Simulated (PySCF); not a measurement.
## Orbital picture of MgP

PBE0 at R = 2.543 Å; PySCF, no relativity, basis sets Mg def2-TZVP, P def2-TZVP. State: ⁴Σ⁻ (quartet), unpaired electrons σ ↑, π ↑↑. Only the outer orbitals are listed, counted within each symmetry.

| spin | orbital | occ. | ε (eV) | on Mg (%) | main shells (%) |
| --- | --- | --- | --- | --- | --- |
| α | 2π | 1 | -51.53 | 100 | 100 Mg p |
| α | 2π | 1 | -51.53 | 100 | 100 Mg p |
| α | 6σ | 1 | -51.46 | 100 | 100 Mg p |
| α | 7σ | 1 | -16.04 | 2 | 97 P s |
| α | 8σ | 1 | -7.59 | 34 | 63 P p, 33 Mg s |
| α | 3π | 1 | -6.97 | 5 | 95 P p |
| α | 3π | 1 | -6.97 | 5 | 95 P p |
| α | 9σ | 1 | -5.06 | 78 | 55 Mg s, 23 P p, 22 Mg p |
| α | 4π | 0 | -0.99 | 97 | 94 Mg p |
| α | 4π | 0 | -0.99 | 97 | 94 Mg p |
| α | 10σ | 0 | 0.50 | 107 | 77 Mg p, 18 Mg s, 12 Mg d |
| β | 2π | 1 | -51.47 | 100 | 100 Mg p |
| β | 2π | 1 | -51.47 | 100 | 100 Mg p |
| β | 6σ | 1 | -51.35 | 100 | 100 Mg p |
| β | 7σ | 1 | -13.39 | 7 | 92 P s |
| β | 8σ | 1 | -6.44 | 39 | 57 P p, 36 Mg s |
| β | 3π | 0 | -2.74 | 19 | 80 P p, 16 Mg p |
| β | 3π | 0 | -2.74 | 19 | 80 P p, 16 Mg p |
| β | 9σ | 0 | -2.37 | 77 | 60 Mg s, 24 P p, 16 Mg p |

Which are the highest filled and the lowest empty level, where do they sit, and how wide is the gap?

Highest filled α 9σ at -5.06 eV (in %: 55 Mg s, 23 P p, 22 Mg p); lowest empty β 3π at -2.74 eV (in %: 80 P p, 16 Mg p); the gap at PBE0 is 2.32 eV.

The bond order (Mayer) is 0.94 and the ⟨S²⟩ is 3.760. The charge on Mg (Mulliken, basis-dependent) is 0.30. The charge on Mg (Löwdin, basis-dependent) is -0.02. The dipole moment (positive dipole means Mg(−)P(+)) is -1.90 D, the polarisability along the bond is 119.7 bohr³ and the polarisability across the bond is 74.6 bohr³.

Shares are Mulliken populations and can fall outside 0 to 100 %.

The state is the lowest determinant that a PBE0 search found; another state may lie lower at other levels.
